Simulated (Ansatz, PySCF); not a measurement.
Complex: CH3NO (SMILES NC=O) (first 6 atoms) with CH3NO (SMILES NC=O); geometry from NCB31 set.
(charge 0, multiplicity 1):
```xyz
12

O     -1.14109     1.44521     0.00000
C     -0.06175     2.03095     0.00000
H     -0.01369     3.13017     0.00000
N      1.14109     1.43588     0.00000
H      1.21769     0.41653     0.00000
H      1.97145     2.00210     0.00000
O      1.14109    -1.44521     0.00000
C      0.06175    -2.03095     0.00000
H      0.01369    -3.13017     0.00000
N     -1.14109    -1.43588     0.00000
H     -1.21769    -0.41653     0.00000
H     -1.97145    -2.00210     0.00000
```

Counterpoise-corrected where a basis set is named; no monomer relaxation.

Rows in 6-31G* carry no dispersion term and start afresh at each structure (6-31G* with six Cartesian d functions).

Run with Ansatz (Gaussian orbitals); PySCF for 6-31G* rows, the dispersion terms. Each number belongs to the level named beside it.

Q: Give the interaction energy at the level PBE0/def2-TZVPPD.

A: -660 meV

Q: What is the computed interaction energy (BLYP-D4/def2-TZVPPD)?

A: -681 meV

Q: What interaction energy does B3LYP/6-31G* give?

A: -625 meV

Ansatz is an electronic-structure program.
